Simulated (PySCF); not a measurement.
Computed with PBE0/[Si def2-TZVP, N def2-TZVP, Cl def2-TZVP], no relativity, density fitting, PySCF. Open shells, if any, are unrestricted.

What shape and geometry does isolated singlet ClSiN take (every ligand bound to Si)?

Counting electrons, silicon keeps none of its valence electrons outside its bonds, so the VSEPR class is AX2 and the expected shape is linear; with unlike ligands the computed point group is C∞v. The lowest minimum found is a singlet of C∞v symmetry with Si–Cl 2.009 Å, Si–N 1.558 Å; Cl–Si–N 180.0°. Its harmonic wavenumbers are 127 (π), 521 (σ+), 1272 (σ+) cm⁻¹ and its dipole moment is 4.30 D.

This need not be the most stable arrangement of these atoms.
